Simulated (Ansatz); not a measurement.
**H4S2Si: rigid scan of one bond length from a Python script**

Program: the Python package of Ansatz 0.2.0. Level of theory: Hartree-Fock/cc-pVDZ. These are calculated values, not measurements.

## 1. The structure

Bond lengths: S1–Si2 2.127 Å, Si2–S3 2.106 Å, S1–H4 1.367 Å, Si2–H5 1.494 Å, Si2–H6 1.490 Å, S3–H7 1.339 Å. Angles: S1–Si2–S3 106.0°, S1–Si2–H5 108.6°, S1–Si2–H6 111.2°, S3–Si2–H5 109.7°, S3–Si2–H6 110.6°, H5–Si2–H6 110.6°, Si2–S1–H4 92.5°, Si2–S3–H7 98.4°.

No structure file is read: the coordinates are typed or built in the script.

## 2. Script

File scan.py:

```python
# -*- coding: utf-8 -*-
"""Potential curve of H4S2Si along one bond."""

import ansatz as az
import matplotlib.pyplot as plt
import numpy as np

GEOMETRY = """
S    -1.24630   -0.97800   -0.71480
Si    0.03130    0.44500    0.21670
S     1.55750   -0.66800    1.14690
H    -2.08750   -0.00690   -1.18200
H     0.62080    1.32110   -0.83960
H    -0.71040    1.25990    1.21960
H     1.89580   -1.44110    0.10740
"""

molecule = az.Crystal.molecule()
for line in GEOMETRY.strip().splitlines():
    symbol, *xyz = line.split()
    molecule = molecule.atom(symbol, [float(v) for v in xyz])

symbols = [site.symbol for site in molecule.cartesian_sites]
start = np.array([site.position_ang for site in molecule.cartesian_sites])
axis = (start[0] - start[1]) / np.linalg.norm(start[0] - start[1])
moving = [0, 3]
lengths, energies = [1.872, 1.957, 2.042, 2.127, 2.212, 2.297, 2.382, 2.51], []
for length in lengths:
    xyz = start.copy()
    xyz[moving] += (length - np.linalg.norm(start[0] - start[1])) * axis
    point = az.Crystal.molecule()
    for symbol, xyz in zip(symbols, xyz):
        point = point.atom(symbol, xyz.tolist())
    setup = (
        point.calculation()
        .basis(gaussian="cc-pVDZ")
        .functional("hf")
    )
    data = setup.run(threads=1, pin="off").report
    energies.append(data["free_energy_ev"])
    print(f"r = {length:6.3f} A  E = {energies[-1]:.5f} eV  <S^2> = {abs(data['mean_field']['state']['spin_squared']):.3f}")

# quartic fit about the minimum
fit = np.polynomial.Polynomial.fit(lengths, np.array(energies) - min(energies), 4).convert()
roots = [r.real for r in fit.deriv().roots() if abs(r.imag) < 1e-9 and fit.deriv(2)(r.real) > 0]
r_e = min(roots, key=lambda r: abs(r - lengths[int(np.argmin(energies))]))
print(f"minimum of the fit at {r_e:.4f} A, force constant {fit.deriv(2)(r_e):.2f} eV/A^2")
plt.figure(figsize=(4.5, 3))
plt.plot(lengths, np.array(energies) - min(energies), "o-")
plt.xlabel("bond length (A)")
plt.ylabel("E - E(min) (eV)")
plt.tight_layout()
plt.savefig("scan.png", dpi=100)
```

## 3. What the engine is handed

The package turns the script's settings into the engine's input (first run):

```yaml
crystal:
  periodic: [false, false, false]
  atoms:
    - { symbol: S, position_ang: [-1.0930384684291021, -0.8072962120965972, -0.6030567966043431] }
    - { symbol: Si, position_ang: [0.0313, 0.445, 0.2167] }
    - { symbol: S, position_ang: [1.5575, -0.668, 1.1469] }
    - { symbol: H, position_ang: [-1.9342384684291023, 0.16380378790340286, -1.070256796604343] }
    - { symbol: H, position_ang: [0.6208, 1.3211, -0.8396] }
    - { symbol: H, position_ang: [-0.7104, 1.2599, 1.2196] }
    - { symbol: H, position_ang: [1.8958, -1.4411, 0.1074] }
basis:
  gaussian:
    orbitals: cc-pVDZ
hamiltonian:
  xc: hf
```

## 4. Running it

On the command line:

```
> python scan.py
```

What time and memory should one allow on 1 thread of Intel Xeon Platinum 8488C (Sapphire Rapids), shared host?

About 11 s, with a peak of 0.24 GiB.
